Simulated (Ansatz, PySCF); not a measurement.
System: ethanol, C$_{2}$H$_{6}$O, charge 0, multiplicity 1. SMILES: CCO
Geometry: optimised at B3LYP-D3(BJ)/def2-TZVP (Ansatz, a first-principles code).

Harmonic wavenumbers (cm⁻¹) at B3LYP/6-31G* (Ansatz, at its own minimum) and at B3LYP-D3(BJ)/def2-TZVP (PySCF, at the structure above). 6-31G* holds six Cartesian d functions. Modes are numbered in rising order, 21 in all, and paired by that order; shown are modes over 250 cm⁻¹ that lie over 6 % from every other mode at both levels, one of each degenerate set, at most eight drawn at random. The second level is harmonic too, so this factor is not the one that brings values to measured fundamentals.

| mode | B3LYP/6-31G* (x) | B3LYP-D3(BJ)/def2-TZVP (y) |
|---|---|---|
| 2 | 300 | 280 |
| 3 | 417 | 419 |
| 4 | 830 | 824 |
| 6 | 1042 | 1033 |
| 7 | 1124 | 1103 |
| 21 | 3751 | 3811 |

Fit one scale factor, y = λ·x, by least squares, and use it for mode 5, which lies at 911 cm⁻¹ at B3LYP/6-31G*.

λ = Σxy/Σx² = 17553862/17371930 = 1.0105; the rows scatter about it by 21 cm⁻¹ (root mean square). Prediction for mode 5: 921 cm⁻¹. The wavenumber at B3LYP-D3(BJ)/def2-TZVP is 900 cm⁻¹, so the fit misses by +21 cm⁻¹, against +11 cm⁻¹ without it. The fit is meant for this molecule alone.
